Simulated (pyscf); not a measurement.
A first-order saddle from PySCF, ωB97X-D3(BJ)/def2-SVP:

```xyz
10

N     -1.1881     0.7960     0.9777
B     -1.1401    -0.2759    -0.1873
Cl    -0.9783    -1.9779     0.4706
Cl    -2.4988    -0.0251    -1.3901
H     -1.1380     0.4112     1.9198
H     -1.9562     1.4629     0.9187
N      0.2389     0.2658    -0.7460
H     -0.0885     0.9985     0.2917
H      1.0170    -0.3890    -0.6829
H      0.1982     0.6628    -1.6836
```

Surface: singlet, charge 0. Lowest wavenumbers (cm⁻¹): 1518i, 199, 226, 251, 341.

### Question
Which two sides does it connect, and which bonds change?

### Answer
ammonia (NH₃) + H₂N–B(Cl)–Cl <-> H₂N–B(Cl)–Cl + ammonia (NH₃), a four-centre exchange read from left to right: H–N, B–N broken and B–N, H–N formed. At ωB97M-D3(BJ)/def2-TZVP it lies +11.8 kcal/mol from the left side and +11.8 kcal/mol from the right (each side as separated species at their lowest minima found). On the reactant side the descent ends in an adduct with a B–N contact, 10.3 kcal/mol under the separated species and 21.6 kcal/mol under the saddle at ωB97X-D3(BJ)/def2-TZVP. On the product side the descent ends in an adduct with a B–N contact, 10.3 kcal/mol under the separated species and 21.6 kcal/mol under the saddle at ωB97X-D3(BJ)/def2-TZVP. What is counted as formed (B–N) is already present as a longer contact in the reactant adduct; forming that adduct is a step of its own. What is counted as broken (B–N) persists as a longer contact in the product adduct; parting that adduct is a step of its own. This is the saddle that the search found; another between the same sides may lie lower.
